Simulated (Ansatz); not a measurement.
Born–Oppenheimer molecular dynamics of H4O2Si (7 atoms, charge 0, multiplicity 1). It starts from a relaxed structure.

Theory: RKS revPBE/6-31G* in Ansatz.

```
ensemble        : NVT, Langevin thermostat
time step       : 0.25 fs
steps asked     : 100
set temperature : 400 K
friction        : 0.005 /fs
seed            : 721742
```

Frames 0.25 fs apart, positions in Å, forces in eV/Å.

Velocities at 12.5 fs (Å/ps):

```
Si 1.19 2.65 0.22
H 3.24 4.57 2.84
H 2.56 0.27 3.71
O -7.79 -8.21 4.08
H -5.43 -8.05 -15.84
O 6.91 2.49 -3.20
H -0.63 -9.32 7.55
```

```xyz
7
Properties=species:S:1:pos:R:3:forces:R:3 time_fs=12.5 energy_less_start_eV=0.145 T=237
Si -0.005 -0.034 0.004 -0.55 0.93 -1.00
H -0.045 0.169 1.516 -0.05 -0.13 -0.31
H 1.343 0.186 -0.607 0.00 -0.15 0.23
O -0.932 1.184 -0.832 -0.64 -1.05 1.47
H -1.868 1.110 -0.461 1.00 0.35 -0.61
O -0.500 -1.570 -0.463 0.28 -0.08 0.04
H -1.199 -2.053 0.009 -0.03 0.13 0.18
7
Properties=species:S:1:pos:R:3:forces:R:3 time_fs=12.75 energy_less_start_eV=0.139 T=241
Si -0.004 -0.033 0.004 -0.56 0.92 -0.98
H -0.044 0.170 1.516 -0.05 -0.14 -0.32
H 1.343 0.186 -0.606 0.00 -0.14 0.23
O -0.934 1.182 -0.831 -0.55 -1.02 1.41
H -1.869 1.108 -0.465 0.92 0.34 -0.57
O -0.498 -1.570 -0.464 0.14 -0.19 0.13
H -1.199 -2.055 0.011 0.11 0.23 0.09
7
Properties=species:S:1:pos:R:3:forces:R:3 time_fs=13 energy_less_start_eV=0.133 T=246
Si -0.004 -0.033 0.004 -0.57 0.90 -0.95
H -0.043 0.171 1.516 -0.05 -0.14 -0.32
H 1.344 0.186 -0.605 0.00 -0.14 0.22
O -0.936 1.179 -0.830 -0.44 -0.99 1.35
H -1.869 1.106 -0.469 0.81 0.32 -0.52
O -0.497 -1.569 -0.465 0.01 -0.28 0.22
H -1.199 -2.058 0.013 0.23 0.32 0.01
7
Properties=species:S:1:pos:R:3:forces:R:3 time_fs=13.25 energy_less_start_eV=0.128 T=260
Si -0.004 -0.032 0.003 -0.57 0.88 -0.93
H -0.042 0.172 1.517 -0.05 -0.14 -0.33
H 1.344 0.185 -0.604 0.01 -0.13 0.22
O -0.938 1.177 -0.829 -0.30 -0.95 1.27
H -1.869 1.104 -0.474 0.67 0.31 -0.45
O -0.495 -1.569 -0.466 -0.10 -0.37 0.29
H -1.199 -2.060 0.014 0.34 0.40 -0.07
7
Properties=species:S:1:pos:R:3:forces:R:3 time_fs=13.5 energy_less_start_eV=0.123 T=262
Si -0.004 -0.031 0.003 -0.58 0.85 -0.91
H -0.041 0.172 1.517 -0.05 -0.14 -0.33
H 1.344 0.185 -0.603 0.02 -0.12 0.21
O -0.940 1.175 -0.828 -0.13 -0.91 1.18
H -1.868 1.103 -0.479 0.50 0.29 -0.38
O -0.493 -1.568 -0.467 -0.20 -0.46 0.36
H -1.198 -2.062 0.016 0.44 0.48 -0.14
7
Properties=species:S:1:pos:R:3:forces:R:3 time_fs=13.75 energy_less_start_eV=0.119 T=271
Si -0.004 -0.030 0.003 -0.59 0.83 -0.88
H -0.040 0.173 1.517 -0.05 -0.14 -0.33
H 1.343 0.184 -0.602 0.03 -0.10 0.20
O -0.942 1.173 -0.827 0.07 -0.87 1.09
H -1.867 1.101 -0.484 0.31 0.27 -0.30
O -0.492 -1.567 -0.468 -0.29 -0.53 0.42
H -1.197 -2.064 0.017 0.53 0.54 -0.20
7
Properties=species:S:1:pos:R:3:forces:R:3 time_fs=14 energy_less_start_eV=0.115 T=286
Si -0.003 -0.029 0.003 -0.61 0.81 -0.86
H -0.040 0.174 1.516 -0.05 -0.14 -0.32
H 1.343 0.182 -0.602 0.05 -0.09 0.19
O -0.944 1.170 -0.825 0.28 -0.83 0.99
H -1.866 1.099 -0.489 0.09 0.25 -0.21
O -0.490 -1.567 -0.468 -0.36 -0.59 0.47
H -1.196 -2.065 0.019 0.59 0.59 -0.24
7
Properties=species:S:1:pos:R:3:forces:R:3 time_fs=14.25 energy_less_start_eV=0.113 T=298
Si -0.003 -0.029 0.003 -0.62 0.78 -0.84
H -0.039 0.175 1.516 -0.05 -0.14 -0.32
H 1.342 0.180 -0.601 0.07 -0.07 0.17
O -0.946 1.168 -0.824 0.51 -0.78 0.88
H -1.865 1.097 -0.495 -0.14 0.22 -0.12
O -0.489 -1.566 -0.469 -0.41 -0.63 0.51
H -1.194 -2.066 0.020 0.64 0.62 -0.28
7
Properties=species:S:1:pos:R:3:forces:R:3 time_fs=14.5 energy_less_start_eV=0.111 T=304
Si -0.003 -0.028 0.003 -0.64 0.75 -0.81
H -0.038 0.176 1.516 -0.05 -0.14 -0.32
H 1.342 0.178 -0.599 0.09 -0.06 0.16
O -0.948 1.165 -0.823 0.75 -0.73 0.78
H -1.863 1.095 -0.500 -0.37 0.20 -0.03
O -0.487 -1.565 -0.470 -0.43 -0.66 0.53
H -1.191 -2.066 0.020 0.65 0.63 -0.30
7
Properties=species:S:1:pos:R:3:forces:R:3 time_fs=14.75 energy_less_start_eV=0.110 T=308
Si -0.003 -0.027 0.003 -0.65 0.72 -0.78
H -0.037 0.177 1.516 -0.05 -0.14 -0.33
H 1.342 0.176 -0.598 0.11 -0.04 0.15
O -0.950 1.163 -0.822 1.00 -0.68 0.67
H -1.862 1.093 -0.506 -0.63 0.18 0.06
O -0.485 -1.564 -0.471 -0.43 -0.67 0.53
H -1.188 -2.067 0.021 0.65 0.63 -0.30
7
Properties=species:S:1:pos:R:3:forces:R:3 time_fs=15 energy_less_start_eV=0.111 T=306
Si -0.003 -0.026 0.002 -0.67 0.69 -0.75
H -0.036 0.177 1.516 -0.05 -0.14 -0.33
H 1.341 0.174 -0.597 0.13 -0.02 0.13
O -0.952 1.160 -0.821 1.26 -0.63 0.56
H -1.860 1.092 -0.512 -0.89 0.15 0.15
O -0.484 -1.564 -0.472 -0.42 -0.66 0.52
H -1.185 -2.067 0.021 0.63 0.62 -0.29
7
Properties=species:S:1:pos:R:3:forces:R:3 time_fs=15.25 energy_less_start_eV=0.111 T=308
Si -0.003 -0.025 0.002 -0.68 0.65 -0.71
H -0.035 0.178 1.516 -0.05 -0.14 -0.33
H 1.341 0.172 -0.596 0.15 -0.01 0.12
O -0.954 1.158 -0.820 1.49 -0.58 0.46
H -1.860 1.091 -0.518 -1.12 0.13 0.23
O -0.482 -1.563 -0.473 -0.38 -0.63 0.50
H -1.180 -2.066 0.020 0.58 0.59 -0.26
```

Of the whole run (25 fs, mean temperature of the second half 301 K): The mean temperature of the second half is 25 % below the set value. A run of 0.025 ps of so small a system gives no equilibrium averages.

Run time: 100 s on 1 thread of Arm Neoverse V2, with other jobs on the host, peak memory 0.092 GiB.
